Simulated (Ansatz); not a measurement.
# BFHO radical (SMILES [O]BF): single points off equilibrium

The task here is to estimate one member of a computed series from the others.

Method: single points in def2-TZVPP; program: Ansatz 0.2.0, Gaussian basis.

Cores are frozen in the correlated methods. Orbitals are unrestricted.

**Where the work starts**

SMILES `[O]BF`, 4 atoms, charge 0, spin multiplicity 2.

Atoms are counted from 1 here; the program's logs count them from 0.

Bond lengths: O1–B2 1.283 Å, B2–F3 1.314 Å, B2–H4 1.274 Å. Angles: O1–B2–F3 141.5°, O1–B2–H4 107.7°, F3–B2–H4 110.3°.

Geometry (Å):

```
O     1.2315    0.2683   -0.3841
B     0.0119    0.0822   -0.0328
F    -1.2140    0.4299   -0.3519
H    -0.0044   -0.8523    0.8336
```

Set-up of the first run:

Contents of run/in.yaml:

```yaml
crystal:
  periodic: [false, false, false]
  atoms:
    - {symbol: O, position_ang: [1.231500, 0.268300, -0.384100]}
    - {symbol: B, position_ang: [0.011900, 0.082200, -0.032800]}
    - {symbol: F, position_ang: [-1.214000, 0.429900, -0.351900]}
    - {symbol: H, position_ang: [-0.004400, -0.852300, 0.833600]}
basis:
  gaussian: {orbitals: def2-TZVPP}
magnetization: {spin_polarized: true, initial_magnetization: 1}
correlation: {method: ccsd_t}
scf: {omitted_lower_state_checks: [cluster_reference]}
output: {forces: true}
```

No record of the launch command was kept for these runs.

Among the steps run: CCSD(T)/def2-TZVPP; PBE0-D4/def2-TZVPP; wB97M-V/def2-TZVPP; r2SCAN-D4/def2-TZVPP; PBE-D4/def2-TZVPP; BLYP-D4/def2-TZVPP; B97M-V/def2-TZVPP.

One table of the session follows, with a row left open; its other results are not shown here.

| method | RMS force component (eV/Å) | angle to CCSD(T) forces (°) | dipole (D) |
| --- | --- | --- | --- |
| CCSD(T) | 1.014 | reference | 0.61 |
| PBE0-D4 | 0.723 | 11.3 | 0.81 |
| wB97M-V | ? | ? | ? |
| r2SCAN-D4 | 0.628 | 12.0 | 0.93 |
| PBE-D4 | 0.530 | 27.3 | 1.10 |
| BLYP-D4 | 0.602 | 28.8 | 1.09 |
| B97M-V | 0.702 | 13.0 | 0.74 |

Estimate the missing values for wB97M-V.

The run gave: RMS force component (eV/Å): 0.830; angle to CCSD(T) forces (°): 9.7; dipole (D): 0.74. In the column «RMS force component (eV/Å)» it lies between PBE0-D4 (0.723) and CCSD(T) (1.014).
